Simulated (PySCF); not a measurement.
Species: C4H4Cl2 (charge +1 and doublet state).
Structure used (GFN2-xTB), in Å, numbered top down from 1:
```
atom  x, y, z in Å
Cl1    2.9191   -1.2595    0.1139
C2     2.0098    0.2748    0.2104
C3     0.5980    0.1013    0.1387
C4    -0.5961   -0.0995    0.0748
C5    -2.0079   -0.2738    0.0056
Cl6   -2.9183    1.2601    0.1015
H7     2.2918    0.7658    1.1524
H8     2.3629    0.9189   -0.6070
H9    -2.3587   -0.9167    0.8251
H10   -2.2918   -0.7667   -0.9348
```

The species is `[C](=[C+]\CCl)/CCl` [radical] (charge +1).

Level of theory: UKS B3LYP, pcH-1 on C Cl H, non-relativistic, mean-field spin-orbit, GIAO in PySCF 2.14.0. Geometry: GFN2-xTB; no solvent, vibrations or thermal averaging. The geometry wasn't refined by DFT: couplings that depend on bond lengths, twists or pyramidal angles can differ widely from those at the functional's own minimum, by a factor of two or more for some ions and for spin on atoms past the first row.

Output of the driver script. Atoms in this output count from 0.

```
UKS, coarse grid
  cycle   1  E = -1074.77201383  |g| = 2.93e-01
  cycle   2  E = -1074.62998541  |g| = 5.39e-01
  cycle   3  E = -1074.80807629  |g| = 1.37e-01
  cycle   4  E = -1074.81494281  |g| = 7.91e-02
  cycle   5  E = -1074.81838714  |g| = 7.17e-03
  cycle   6  E = -1074.81841250  |g| = 3.50e-03
  cycle   7  E = -1074.81841558  |g| = 2.95e-03
  cycle   8  E = -1074.81841946  |g| = 1.77e-03
  cycle   9  E = -1074.81842142  |g| = 6.66e-04
UKS, final grid
  cycle   1  E = -1074.81841216  |g| = 1.52e-03
  cycle   2  E = -1074.81840136  |g| = 4.43e-03
  cycle   3  E = -1074.81841374  |g| = 1.58e-04
  cycle   4  E = -1074.81841375  |g| = 1.05e-04
  cycle   5  E = -1074.81841375  |g| = 7.67e-05
  cycle   6  E = -1074.81841375  |g| = 2.44e-05
E = -1074.81841375 Eh   <S^2> = 0.7516 (exact 0.7500)
g shifts (ppm)      1          2          3
  rmc          -196       -196       -196
  gc             -3         29         33
  oz_so         -12      54457     110353
  total        -211      54472     110377
hyperfine (MHz)  atom isotope    a_iso     a_fc   dipolar eigenvalues
    0  35Cl       4.62       4.62    -30.40    -29.50     59.90
    1   13C     -21.47     -21.47     -6.59     -5.04     11.63
    2   13C       3.36       3.36    -25.29    -19.99     45.29
    3   13C       3.36       3.36    -25.29    -19.99     45.29
    4   13C     -21.47     -21.47     -6.59     -5.04     11.63
    5  35Cl       4.62       4.62    -30.42    -29.52     59.93
    6    1H     148.40     148.40     -5.80     -3.16      8.96
    7    1H     148.14     148.14     -5.80     -3.15      8.95
    8    1H     148.36     148.36     -5.80     -3.15      8.96
    9    1H     148.16     148.16     -5.80     -3.15      8.95
```

**Question.** The run flagged its g tensor. What set off the flag, and which results does it touch?

**Answer.** The largest g shift is +0.110, past the limit of 0.03 at which the run flags a species of elements up to argon. The orbital-Zeeman/spin–orbit term is second order, a sum of spin–orbit matrix elements over excitation energies, so it grows and becomes less reliable as an excited state comes close; a shift of this size calls for a check with another method. The contact and dipolar couplings don't rest on that expansion, but they belong to the state that the SCF found, and a close-lying state with the spin in another orbital would have other couplings; no stability test was run. The run left out the spin–orbit part of the hyperfine coupling.

**Question.** Where is the spin in this solution (atoms counted from 1)?

**Answer.** The Mulliken spin populations are largest on C3 (+0.24), C4 (+0.24), Cl6 (+0.17) and Cl1 (+0.17). Four atoms exceed +0.15. The unrestricted determinant has ⟨S²⟩ = 0.7516 (exact 0.7500), so spin contamination is small. C3, the radical centre as drawn in `ClC/[C]=[C+]/CCl`, holds a spin population of +0.24 out of 1.

**Question.** Average a_iso over equivalent nuclei, turn it into first-order splittings with g = 2.0023, and give the multiplets for abundant isotopes (0.05 mT or more).

**Answer.** 
| nuclei (from 1) | isotope | I | position | a_iso (MHz) | \|a\| (mT) | splits into |
| --- | --- | --- | --- | --- | --- | --- |
| H7/H8/H9/H10 | 1H | 1/2 | 2 bonds from C3 | 148.3 | 5.29 | 1:4:6:4:1 quintet |
| Cl1/Cl6 | 35Cl | 3/2 | a main spin site | 4.6 | 0.16 | 1:2:3:4:3:2:1 septet |

Nuclei that the bonding pattern makes equivalent are averaged, as if the motion that swaps them (rotation, inversion, ring flip) were fast. Main isotope only: 35Cl (natural samples also hold 24 % 37Cl, magnetic too, which adds its own pattern). Main spin sites, with 60 % or more of the largest population: Cl1, C3, C4, Cl6; positions count bonds from the nearest.
